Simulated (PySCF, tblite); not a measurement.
**H₇N₂F, a gas-phase cluster of small molecules: NMR shifts, interaction energy, spin-spin couplings and core binding energies**

Aim: the NMR shifts, interaction energy, spin-spin couplings and core binding energies of 2 × `N` with `F`.

Computed with tblite 0.8.0 and PySCF 2.14.0; each step states its level. No surroundings beyond the atoms listed, unless a continuum is named. Atoms count from 0, parts from 1.

### 1 The system as given

10 atoms, charge 0, multiplicity 1; geometry: rigid parts in contact. Parts: 1 = atoms 0–3, `N`, charge 0; 2 = atoms 4–7, `N`, charge 0; 3 = atoms 8–9, `F`, charge 0.

### 2 Docking the parts with GFN2-xTB

Job settings and geometry (Å):

```
{"job": {"kind": "dock", "xc": "GFN2-xTB", "basis": "xTB"}, "charge": 0, "multiplicity": 1, "parts": [{"atoms": "0-3", "charge": 0, "multiplicity": 1}, {"atoms": "4-7", "charge": 0, "multiplicity": 1}, {"atoms": "8-9", "charge": 0, "multiplicity": 1}]}
N      0.048483     0.015507     0.299587
H     -0.404933     0.840387    -0.076860
H     -0.484782    -0.789647    -0.011208
H      0.965193    -0.033615    -0.131929
N     -0.437195    -0.375636     3.398362
H     -0.736525     0.535507     3.717635
H     -0.352644    -0.350302     2.384017
H      0.467490    -0.568754     3.810846
F     -1.740995    -2.252143     4.427415
H     -1.276607    -1.489599     3.986852
```

Method: GFN2-xTB search for minima from random contacts, gas phase.

On the command line:

```sh
$ OMP_NUM_THREADS=1 python cluster_run.py task.json out
```

The driver reads the jobs from task.json and runs them one after another.

**Question.** The jobs that follow are: PBE0-D3(BJ)/def2-SVPD geometry optimisation, gas phase; GIAO PBE0/pcSseg-2 NMR shielding, non-relativistic, gas phase; wB97M-D3(BJ)/def2-TZVPD interaction energy, counterpoise and uncorrected, gas phase; PBE0-D3(BJ)/def2-TZVPD interaction energy, counterpoise and uncorrected, gas phase; B3LYP/pcJ-1 indirect spin-spin coupling, non-relativistic, gas phase; delta-SCF UKS SCAN, pcX-2 on the ionised atom, pcseg-1 elsewhere, spin-free X2C. Predict: binding energy (GFN2-xTB); point group; rotational constants (main isotopes); shieldings of H, N, F (PBE0/pcSseg-2, a mean where the table joins atoms); largest proton shift on binding; interaction energy, counterpoise (wB97M-D3(BJ)/def2-TZVPD); superposition error; binding energy (with deformation); largest coupling of the table (B3LYP/pcJ-1); N1s binding energies, SCAN/pcX-2; F1s binding energies, SCAN/pcX-2.

The runs gave:

| quantity | value |
| --- | --- |
| binding energy (GFN2-xTB) | -20.17 kcal/mol |
| point group | Cs |
| rotational constants (main isotopes) | 7.97, 5.25, 3.28 GHz |
| shieldings of H, N, F (PBE0/pcSseg-2, a mean where the table joins atoms) | H9 18.4, H6 26.3, H2 29.4, H5 30.6, H1 31.2, N4 240.5, N0 252.9, F8 355.6 ppm |
| largest proton shift on binding | H9, +10.79 ppm |
| interaction energy, counterpoise (wB97M-D3(BJ)/def2-TZVPD) | -22.33 kcal/mol |
| superposition error | 0.44 kcal/mol |
| binding energy (with deformation) | -19.71 kcal/mol |
| largest coupling of the table (B3LYP/pcJ-1) | 1J(F,H) F8–H9, 269.8 Hz |
| N1s binding energies, SCAN/pcX-2 | N4 405.88, N0 405.47 eV |
| F1s binding energies, SCAN/pcX-2 | F8 690.73 eV |
| range of the interaction energy over the runs of this table | -24.49 to -22.33 kcal/mol |

What this shows: At its xTB geometry the search ends with the contact H9···N4 (hydrogen bond, 1.49 Å); 6 starts can't prove it the lowest minimum. Further contacts there: H6···N0 (hydrogen bond, 1.93 Å). A later relaxation moves these distances. The start of the PBE0/def2-SVPD relaxation was shaken at random by about 0.01 Å, so part of the energy gained, and of the first lengths quoted, undoes that. Over 8 steps the energy fell by 0.072 eV; of the close pairs, N0–H1 changed most, 1.044 to 1.016 Å. Hydrogens of an XH3 group are listed apart at this fixed geometry; free rotation makes them one line at their mean. At PBE0/pcSseg-2: The largest span, 179 ppm, is at F8, where the paramagnetic term is -116 ppm. On binding (GIAO PBE0/pcSseg-2 NMR shielding, non-relativistic, gas phase), H9 moves most among the protons, 10.79 ppm downfield. The interaction energy runs from -24.49 (PBE0-D3(BJ)/def2-TZVPD) to -22.33 kcal/mol (wB97M-D3(BJ)/def2-TZVPD).
